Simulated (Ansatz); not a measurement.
# AlBH₅S+ (SMILES [BH2][AlH][SH2+]): one structure at several levels

One table from this session's results is given with a row withheld; the runs are named, their logs left out.

Program: Ansatz 0.2.0, Gaussian basis. Level of theory: single points in def2-TZVPP. These are calculated values, not measurements.

Cores are frozen in the correlated methods.

## Starting geometry

SMILES `[BH2][AlH][SH2+]`, 8 atoms, charge 1, spin multiplicity 1.

Atoms are counted from 1 here; the program's logs count them from 0.

Bond lengths: B1–Al2 2.062 Å, B1–H4 1.212 Å, B1–H5 1.269 Å, Al2–S3 2.487 Å, Al2–H6 1.604 Å, S3–H7 1.352 Å, S3–H8 1.412 Å. Angles: Al2–B1–H4 120.5°, Al2–B1–H5 119.8°, H4–B1–H5 119.7°, B1–Al2–S3 116.3°, B1–Al2–H6 152.9°, S3–Al2–H6 90.8°, Al2–S3–H7 98.1°, Al2–S3–H8 95.2°, H7–S3–H8 87.8°.

As a file:

```
atom    x (Å)    y (Å)    z (Å)
  B1  -1.2326   1.0805  -1.2463
 Al2  -0.0370   0.5794   0.3573
  S3   0.9334  -1.7106   0.3353
  H4  -1.3900   0.3038  -2.1626
  H5  -1.7963   2.2165  -1.2806
  H6   0.6462   0.8785   1.7778
  H7   2.1956  -1.3855   0.6955
  H8   0.6706  -1.9754   1.6973
```

The first run:

run/in.yaml

```yaml
crystal:
  periodic: [false, false, false]
  atoms:
    - {symbol: B, position_ang: [-1.232596, 1.080544, -1.246276]}
    - {symbol: Al, position_ang: [-0.037013, 0.579378, 0.357286]}
    - {symbol: S, position_ang: [0.933396, -1.710623, 0.335284]}
    - {symbol: H, position_ang: [-1.390026, 0.303790, -2.162613]}
    - {symbol: H, position_ang: [-1.796338, 2.216517, -1.280572]}
    - {symbol: H, position_ang: [0.646204, 0.878463, 1.777787]}
    - {symbol: H, position_ang: [2.195634, -1.385538, 0.695453]}
    - {symbol: H, position_ang: [0.670566, -1.975426, 1.697290]}
basis:
  gaussian: {orbitals: def2-TZVPP}
total_charge: 1
hamiltonian: {xc: pbe, dispersion: d4}
output: {forces: true}
```

Run with:

```
$ ansatz run in.yaml --threads 2 --pin off --events-out ev --progress --plain --max-ram 3481MiB
```

Steps of the session up to this table: PBE-D4/def2-TZVPP; r2SCAN-D4/def2-TZVPP; PBE0-D4/def2-TZVPP; wB97M-V/def2-TZVPP; CCSD(T)/def2-TZVPP.

One table of the session follows, with a row left open; its other results are not shown here.

| method | RMS force component (eV/Å) | angle to CCSD(T) forces (°) |
| --- | --- | --- |
| PBE-D4 | ? | ? |
| r2SCAN-D4 | 0.774 | 3.1 |
| PBE0-D4 | 0.777 | 2.3 |
| wB97M-V | 0.818 | 4.1 |
| CCSD(T) | 0.817 | reference |

Q: Estimate the row for PBE-D4 from the others.

As computed: RMS force component (eV/Å): 0.696; angle to CCSD(T) forces (°): 10.4. In the column «RMS force component (eV/Å)» it is the lowest.
